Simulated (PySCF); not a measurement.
A geometry optimisation, step by step.

Species: nitrogen trifluoride, NF₃.
Bonds: F1–N2, N2–F3, N2–F4.

Method: PBE0-D3(BJ)/def2-SVP geometry optimisation, gas phase in PySCF 2.14.0; density fitting, grid level 1; the optimiser is geomeTRIC in internal coordinates, started from a GFN2-xTB structure with every atom displaced at random (about 0.01 Å). The frame can shift and turn from step to step; on so coarse a grid that alone can change the energy by a few meV, and forces under 0.02 eV/Å are noise.

Step 0: E = -9618.1736 eV, largest atomic force 1.225 eV/Å
```
atom  x, y, z in Å  |  force x, y, z in eV/Å
F1     -0.518    1.080   -0.149   -0.140   0.257  -0.312
N2     -0.004   -0.002    0.425    0.738  -0.579   0.111
F3     -0.703   -1.023   -0.159    0.600   0.466  -0.005
F4      1.263   -0.080   -0.151   -1.199  -0.144   0.207
```

Step 1: E = -9618.1890 eV, largest atomic force 1.258 eV/Å
```
atom  x, y, z in Å  |  force x, y, z in eV/Å
F1     -0.520    1.072   -0.160   -0.309   0.583   0.086
N2     -0.004    0.005    0.455    0.564  -0.546  -0.983
F3     -0.653   -1.008   -0.169   -0.345  -0.204   0.382
F4      1.215   -0.094   -0.159    0.090   0.168   0.515
```

Step 2: E = -9618.2171 eV, largest atomic force 0.450 eV/Å
```
atom  x, y, z in Å  |  force x, y, z in eV/Å
F1     -0.532    1.084   -0.155   -0.075   0.107  -0.168
N2      0.001    0.001    0.431    0.310  -0.316   0.082
F3     -0.659   -1.022   -0.158   -0.089   0.078   0.008
F4      1.227   -0.088   -0.151   -0.147   0.131   0.078
```

Step 3: E = -9618.2194 eV, largest atomic force 0.156 eV/Å
```
atom  x, y, z in Å  |  force x, y, z in eV/Å
F1     -0.536    1.075   -0.161   -0.070   0.132  -0.043
N2      0.007   -0.005    0.432    0.057  -0.032   0.060
F3     -0.662   -1.023   -0.155    0.078  -0.039  -0.017
F4      1.229   -0.072   -0.149   -0.064  -0.061   0.000
```

Step 4: E = -9618.2205 eV, largest atomic force 0.054 eV/Å
```
atom  x, y, z in Å  |  force x, y, z in eV/Å
F1     -0.543    1.076   -0.163   -0.023   0.026  -0.024
N2      0.008   -0.004    0.432   -0.006  -0.008   0.053
F3     -0.652   -1.028   -0.153    0.004  -0.018  -0.011
F4      1.226   -0.069   -0.149    0.024  -0.001  -0.018
```

Step 5: E = -9618.2207 eV, largest atomic force 0.021 eV/Å
```
atom  x, y, z in Å  |  force x, y, z in eV/Å
F1     -0.551    1.073   -0.166    0.002  -0.015   0.001
N2      0.008   -0.003    0.433   -0.019   0.003   0.000
F3     -0.644   -1.033   -0.151    0.001  -0.001   0.005
F4      1.226   -0.062   -0.149    0.016   0.012  -0.006
```

**Question.** Summarise the path.

**Answer.** The energy falls by 4.54 kJ/mol from step 0 to step 5; nine tenths of that is first reached at step 2. It falls at every step. The largest force goes from 1.225 to 0.021 eV/Å. Among the bonds N2–F4 changes most, from 1.395 to 1.352 Å; the atoms move by 0.028 Å rms after alignment.

**Question.** Follow the three bonds and two angles with the largest change from start to end.

**Answer.** 
```csv
step,E above end (kJ/mol),largest force (eV/Å),N2–F4 (Å),F1–N2 (Å),N2–F3 (Å),F3–N2–F4 (°),F1–N2–F3 (°)
0,4.54,1.225,1.395,1.329,1.367,104.3,103.0
1,3.06,1.258,1.369,1.335,1.354,99.6,101.5
2,0.35,0.450,1.360,1.342,1.353,101.8,103.1
3,0.12,0.156,1.354,1.347,1.352,102.9,102.3
4,0.02,0.054,1.351,1.351,1.351,102.5,102.5
5,0.00,0.021,1.352,1.352,1.352,102.5,102.4
```

The cost below is that of the whole optimisation. Hardware: AMD EPYC 7R32, one thread, no GPU, shared host. Cost: 5.7 s wall, 4.5 s CPU, 0.27 GiB resident at most.
